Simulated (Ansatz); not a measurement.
# Al2N: the cost of one run

Computed with Ansatz 0.2.0, Gaussian basis. Level: cc-pVTZ, core rule «outside noble gas», up to 11 orbitals frozen.

Plan: UHF; CCSD(T) on ROHF; CCSD(T) on UHF; BCCD(T) on ROHF; CCSDT(Q) on ROHF; CCSDT(Q) on UHF.

7 further runs of the same task are left out: 4 for a known fault of the program, 3 set aside as unsound or not needed.

**1. The geometry**

The geometry is a PBE0/def2-TZVP stationary point (not a proven minimum) of the parent state, kept for this charge and spin.

3 atoms, charge 1, spin multiplicity 3.

Atoms are counted from 1 here; the program's logs count them from 0.

Bond lengths: Al1–N2 1.714 Å, N2–Al3 1.714 Å. Angles: Al1–N2–Al3 180.0°.

Geometry (Å):

```xyz
3
charge 1, multiplicity 3
Al    0.0000    0.0000    1.7145
N     0.0000    0.0000    0.0000
Al    0.0000    0.0000   -1.7145
```

**2. UHF**

in.yaml reads:

```yaml
crystal:
  periodic: [false, false, false]
  atoms:
    - {symbol: Al, position_ang: [0.000000, 0.000000, 1.714500]}
    - {symbol: N, position_ang: [0.000000, 0.000000, 0.000000]}
    - {symbol: Al, position_ang: [0.000000, 0.000000, -1.714500]}
basis:
  gaussian: {orbitals: cc-pVTZ}
total_charge: 1
magnetization: {spin_polarized: true, initial_magnetization: 2}
hamiltonian: {xc: hf}
output: {orbitals: {seedname: orbitals}}
```

Launch:

```sh
$ ansatz run in.yaml --threads 1 --pin off --events-out ev --progress --plain --max-ram 4096MiB --backend cpu
```

Q: Estimate wall time and peak memory on 1 thread of AMD EPYC 7R13, shared host.

About 6 s, with a peak of 0.27 GiB.
